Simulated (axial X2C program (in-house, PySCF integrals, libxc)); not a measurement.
## Photoelectron levels of SiN⁻ by EOM-IP-CCSD

Calculated with an axial X2C code built on PySCF integrals: two-component X2C with atomic mean-field Coulomb and Gaunt terms, Gaussian nuclei, basis Si dyall-av3z, N dyall-av3z with contracted cores.

R = 1.827 Å (1.150 times 1.589 Å, the PBE0 minimum at charge -1 for the lowest determinant).

Vertical detachment energies of SiN⁻ to the states of SiN:

| Ω of SiN | vertical detachment energy (eV) | above lowest (cm⁻¹) | ionised spinor | one-hole weight |
| --- | --- | --- | --- | --- |
| 3/2 | 2.867 | 0 | 62% N pπ, 31% Si pπ | 0.91 |
| 1/2 | 2.879 | 99 | 62% N pπ, 31% Si pπ | 0.91 |
| 1/2 | 3.131 | 2129 | 56% N pσ, 26% Si pσ, 9% Si sσ | 0.91 |
| 1/2 | 7.072 | 33912 | 52% Si sσ, 23% N pσ, 12% Si pσ | 0.78 |

(1) Take the first Ω = 1/2 and Ω = 3/2 rows of π character: how far apart are they, and which lies lower?

This point took 7.9 s on 1 thread of Intel(R) Xeon(R) Processor @ 2.30GHz, with other jobs on the host.

Reference electrons by ω block (each with its −ω partner): 1/2: 9, 3/2: 2. 10 electrons of SiN⁻ correlated (inner shells frozen), 94 natural virtual spinors (a truncated set); levels can be off by some tenths of an eV. Roots sought by Ω: (1/2: 4, 3/2: 3, 5/2: 1); rows need 60 % one-particle weight and stop where some Ω has no more roots. Missing are any skipped roots, higher Ω and states of a further excitation; these come out far too high here and may in truth be low or lowest. T1 of the reference 0.030 (Lee–Taylor). Number of frozen shells: Si 2 s, 1 p; N 1 s. Large amplitudes in the reference (orbital relaxation or multireference character) lower the reliability.

## Answers

(1) E(3/2) − E(1/2) = 0 − 99 = -99 cm⁻¹ at EOM-IP-CCSD: inverted, Ω = 3/2 lower. Splittings at this level can be off by ten to twenty per cent.
